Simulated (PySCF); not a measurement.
Record of a relaxation.

C2H7PS.
Numbering: `[CH3:1][PH:2]([CH3:3])=[S:4]` (hydrogens: H5, H6, H7 on C1; H8 on P2; H9, H10, H11 on C3)

Method: PySCF, PBE0-D3(BJ)/def2-SVP geometry optimisation, gas phase; density fitting, grid level 1; the optimiser is geomeTRIC in internal coordinates, started from a GFN2-xTB structure with every atom displaced at random (about 0.01 Å). The frame can shift and turn from step to step; on so coarse a grid that alone can change the energy by a few meV, and forces under 0.02 eV/Å are noise.

Step 0: E = -22295.4448 eV, largest atomic force 1.809 eV/Å
```
atom  x, y, z in Å  |  force x, y, z in eV/Å
C1     -1.398   -0.215    0.437   -0.872   1.496  -0.525
P2      0.063    0.748   -0.073    0.343  -0.228   0.434
C3      1.324   -0.519   -0.418    0.564   0.518   1.163
S4      0.635    2.173    1.122   -0.099  -0.096   0.005
H5     -1.673   -0.962   -0.308    0.007  -0.325  -0.175
H6     -2.252    0.514    0.541    0.627  -0.566  -0.016
H7     -1.207   -0.647    1.403    0.166  -0.426   0.717
H8     -0.264    1.155   -1.373   -0.258   0.149  -0.482
H9      2.227   -0.015   -0.787   -0.019   0.005  -0.149
H10     1.605   -0.992    0.547   -0.165   0.115  -0.289
H11     0.978   -1.266   -1.106   -0.297  -0.643  -0.682
```

Step 1: E = -22295.4659 eV, largest atomic force 0.409 eV/Å
```
atom  x, y, z in Å  |  force x, y, z in eV/Å
C1     -1.414    0.372    0.396    0.262  -0.287   0.127
P2      0.301    0.623   -0.149    0.103   0.321  -0.126
C3      1.099   -1.001   -0.326   -0.053  -0.101  -0.195
S4      1.299    1.861    0.984   -0.056  -0.116  -0.138
H5     -2.002   -0.233   -0.318    0.025   0.191   0.138
H6     -1.799    1.394    0.517   -0.275  -0.111  -0.020
H7     -1.373   -0.115    1.386   -0.128   0.102  -0.143
H8      0.083    1.034   -1.507    0.147  -0.068   0.127
H9      2.137   -0.819   -0.643   -0.054  -0.027   0.048
H10     1.110   -1.460    0.669    0.081  -0.074   0.123
H11     0.607   -1.682   -1.042   -0.052   0.171   0.058
```

Step 2: E = -22295.4949 eV, largest atomic force 0.173 eV/Å
```
atom  x, y, z in Å  |  force x, y, z in eV/Å
C1     -1.400    0.365    0.399    0.172   0.005   0.012
P2      0.317    0.644   -0.150    0.040   0.112   0.111
C3      1.085   -0.994   -0.323   -0.037  -0.092   0.019
S4      1.328    1.873    0.972   -0.044  -0.030  -0.068
H5     -1.974   -0.247   -0.311   -0.025   0.008  -0.026
H6     -1.850    1.360    0.518   -0.107  -0.027  -0.032
H7     -1.373   -0.119    1.386    0.009   0.004  -0.011
H8      0.131    1.037   -1.510    0.003   0.000   0.023
H9      2.123   -0.838   -0.649    0.003  -0.016  -0.009
H10     1.101   -1.463    0.672    0.025   0.000  -0.024
H11     0.560   -1.645   -1.038   -0.038   0.037   0.005
```

Step 3: E = -22295.5025 eV, largest atomic force 0.084 eV/Å
```
atom  x, y, z in Å  |  force x, y, z in eV/Å
C1     -1.384    0.360    0.397   -0.012   0.064  -0.006
P2      0.330    0.661   -0.141    0.011   0.010   0.083
C3      1.073   -0.991   -0.317    0.008  -0.002   0.027
S4      1.340    1.896    0.969   -0.006  -0.009  -0.009
H5     -1.938   -0.265   -0.318    0.006  -0.042  -0.027
H6     -1.884    1.333    0.506    0.005  -0.001  -0.018
H7     -1.358   -0.123    1.383    0.013  -0.020   0.030
H8      0.149    1.048   -1.501   -0.007   0.015  -0.030
H9      2.108   -0.860   -0.659    0.005  -0.015  -0.028
H10     1.095   -1.467    0.674   -0.006   0.010  -0.016
H11     0.515   -1.619   -1.028   -0.017  -0.011  -0.005
```

Step 4: E = -22295.5037 eV, largest atomic force 0.047 eV/Å
```
atom  x, y, z in Å  |  force x, y, z in eV/Å
C1     -1.379    0.359    0.396   -0.041   0.022  -0.003
P2      0.334    0.667   -0.135    0.007  -0.010   0.013
C3      1.068   -0.990   -0.316    0.015   0.014   0.006
S4      1.343    1.904    0.972    0.004  -0.008   0.009
H5     -1.920   -0.276   -0.321    0.015  -0.022   0.000
H6     -1.893    1.326    0.497    0.014   0.006  -0.009
H7     -1.354   -0.122    1.384    0.004  -0.001   0.009
H8      0.154    1.053   -1.496   -0.003   0.013  -0.007
H9      2.102   -0.870   -0.668   -0.005  -0.007  -0.018
H10     1.094   -1.466    0.675   -0.003   0.003  -0.002
H11     0.497   -1.611   -1.022   -0.006  -0.011   0.003
```

Step 5: E = -22295.5043 eV, largest atomic force 0.026 eV/Å
```
atom  x, y, z in Å  |  force x, y, z in eV/Å
C1     -1.378    0.359    0.396   -0.022  -0.008  -0.002
P2      0.337    0.669   -0.130   -0.003  -0.013  -0.022
C3      1.067   -0.989   -0.316    0.002   0.011  -0.008
S4      1.344    1.905    0.978    0.010  -0.007   0.015
H5     -1.908   -0.286   -0.321    0.007  -0.003   0.012
H6     -1.897    1.324    0.486    0.007   0.004  -0.005
H7     -1.355   -0.117    1.387   -0.002   0.012  -0.002
H8      0.155    1.058   -1.492    0.004   0.008   0.007
H9      2.098   -0.876   -0.680   -0.006   0.001  -0.006
H10     1.099   -1.465    0.675    0.004   0.001   0.004
H11     0.486   -1.609   -1.016   -0.001  -0.005   0.007
```

Step 6: E = -22295.5048 eV, largest atomic force 0.034 eV/Å
```
atom  x, y, z in Å  |  force x, y, z in eV/Å
C1     -1.379    0.359    0.395    0.007  -0.022  -0.004
P2      0.338    0.670   -0.127   -0.011  -0.010  -0.031
C3      1.067   -0.989   -0.317   -0.013   0.001  -0.017
S4      1.344    1.902    0.987    0.011  -0.007   0.013
H5     -1.901   -0.296   -0.319   -0.004   0.009   0.013
H6     -1.900    1.324    0.472   -0.004   0.001  -0.001
H7     -1.359   -0.108    1.391   -0.004   0.017  -0.004
H8      0.157    1.063   -1.487    0.008   0.004   0.013
H9      2.093   -0.878   -0.693   -0.003   0.006   0.003
H10     1.107   -1.464    0.674    0.010   0.002   0.006
H11     0.478   -1.609   -1.010    0.002   0.000   0.008
```

Step 7: E = -22295.5053 eV, largest atomic force 0.032 eV/Å
```
atom  x, y, z in Å  |  force x, y, z in eV/Å
C1     -1.381    0.360    0.394    0.026  -0.019  -0.004
P2      0.338    0.668   -0.123   -0.015  -0.004  -0.019
C3      1.068   -0.989   -0.319   -0.021  -0.010  -0.017
S4      1.344    1.894    0.999    0.010  -0.006   0.007
H5     -1.897   -0.307   -0.314   -0.010   0.012   0.008
H6     -1.903    1.324    0.456   -0.011  -0.002   0.001
H7     -1.364   -0.094    1.395   -0.003   0.014  -0.002
H8      0.161    1.069   -1.482    0.008   0.001   0.009
H9      2.089   -0.878   -0.709    0.001   0.007   0.008
H10     1.120   -1.461    0.672    0.012   0.003   0.005
H11     0.471   -1.613   -1.003    0.003   0.003   0.005
```

Step 8: E = -22295.5055 eV, largest atomic force 0.022 eV/Å
```
atom  x, y, z in Å  |  force x, y, z in eV/Å
C1     -1.382    0.360    0.393    0.020  -0.004  -0.002
P2      0.338    0.667   -0.122   -0.010   0.001  -0.004
C3      1.068   -0.990   -0.321   -0.016  -0.011  -0.009
S4      1.343    1.887    1.007    0.007  -0.004   0.001
H5     -1.899   -0.312   -0.309   -0.007   0.006   0.002
H6     -1.905    1.325    0.445   -0.008  -0.002   0.001
H7     -1.367   -0.084    1.399   -0.001   0.005   0.001
H8      0.164    1.072   -1.479    0.004   0.000   0.003
H9      2.087   -0.875   -0.718    0.002   0.004   0.006
H10     1.130   -1.459    0.671    0.007   0.002   0.002
H11     0.469   -1.617   -0.999    0.002   0.003   0.002
```

Q: Summarise the path.

A: The energy falls by 0.0606 eV from step 0 to step 8; nine tenths of that is first reached at step 3. It falls at every step. The largest force goes from 1.809 to 0.022 eV/Å. Among the bonds C1–H6 changes most (a near tie, within 0.001 Å, with another), from 1.127 to 1.099 Å; the atoms move by 0.020 Å rms after alignment.

The cost below is that of the whole optimisation. Time: 26 s; peak memory 0.41 GiB. Hardware: Arm Neoverse V2, one thread (shared host).
